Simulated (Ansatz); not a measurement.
Consider GaAs in the zinc blende structure (space group F-43m, No. 216; a = 5.667 Å).

Computed with r2SCAN, PAW, 500 eV (Ansatz, a program for electronic structure; spin-orbit coupling left out).

One thing is altered: B takes the place of Ga on all its sites, then cell and atoms are relaxed.

Measured lattice parameter a: GaAs 5.64 Å (static lattice; corrected from measurement; as listed in Daniel Mejia-Rodriguez, S. B. Trickey, Phys. Rev. B (2018)); BAs 4.777 Å (room temperature; as listed in M J Lucero, T M Henderson, G E Scuseria, Journal of Physics Condensed Matter (2012)).

Task: How well does r2SCAN reproduce the measured shift?

Result: With r2SCAN the lattice parameter a moves by -0.883 Å (5.667 → 4.784) against -0.863 Å measured. The two measured values stand on different bases (one corrected, one not), which blurs small differences.

Whether these cells are dynamically stable was not tested.
